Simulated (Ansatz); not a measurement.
A nudged elastic band was laid between two geometries of AlFH$_{2}$O (5 atoms, charge 0, multiplicity 1).

Method: Ansatz 0.2.0, RKS PBE0/def2-SVP.

```
movable images  : 7
climbing image  : yes
spring          : 5.0 eV/Å²
optimiser       : quadratic models (default)
start path      : through a guess of the saddle point
force threshold : 0.05 eV/Å
iteration limit : 60
end points      : relaxed
```

Initial state:

```xyz
5
Properties=species:S:1:pos:R:3
Al 0.490 -0.007 0.064
O 0.704 -0.157 1.733
H 0.029 -0.241 2.406
H 1.737 0.115 -0.875
F -1.046 0.009 -0.575
```

Final state:

```xyz
5
Properties=species:S:1:pos:R:3
Al -0.140 0.543 -0.824
O 1.054 0.116 0.945
H 0.384 -0.417 1.406
H 1.906 -0.336 1.005
F -1.291 -0.189 0.220
```

Task: What changes between the two ends?

Result: Bonds broken: Al1–H4. Bonds formed: O2–H4.

Task: What energy profile does the band end with?

Result: It converged. The highest image is number 4 of 0 to 8, 281.5 kJ/mol above the first end and 146.1 kJ/mol above the last; the last end lies 135.4 kJ/mol above the first. Neighbouring images differ by up to 1.3 eV, so the band resolves the path poorly. A vibrational analysis at the climbing image gives one clearly imaginary mode, 1447i cm⁻¹: a first-order saddle point. The orbitals stay closed-shell, which can raise the energy where a bond breaks towards radicals; this wasn't checked here.

```csv
image,path coordinate (Å),energy (kJ/mol),Al1–H4 (Å),O2–H4 (Å)
0,0.00,0.0,1.57,2.82
1,0.51,11.0,1.56,2.72
2,1.02,53.5,1.56,2.42
3,1.54,174.4,1.59,1.88
4,2.05,281.5,1.71,1.35
5,2.53,185.1,2.08,1.00
6,3.02,148.2,2.57,0.97
7,3.50,138.7,2.80,0.97
8,3.99,135.4,2.88,0.97
```

Task: What is the geometry of the highest image?

Result: 
```xyz
5
Properties=species:S:1:pos:R:3:forces:R:3
Al 0.193 0.165 -0.409 0.00 0.00 0.00
O 0.767 -0.017 1.301 0.00 0.00 0.00
H 0.702 -0.431 2.179 0.00 0.00 0.00
H 1.710 -0.112 0.339 0.00 0.00 0.00
F -1.458 0.113 -0.657 0.00 0.00 0.00
```

Run time: 2.5 min on 1 thread of Intel(R) Xeon(R) Platinum 8259CL CPU @ 2.50GHz (Skylake/Cascade Lake) (shared host), peak memory 0.13 GiB.
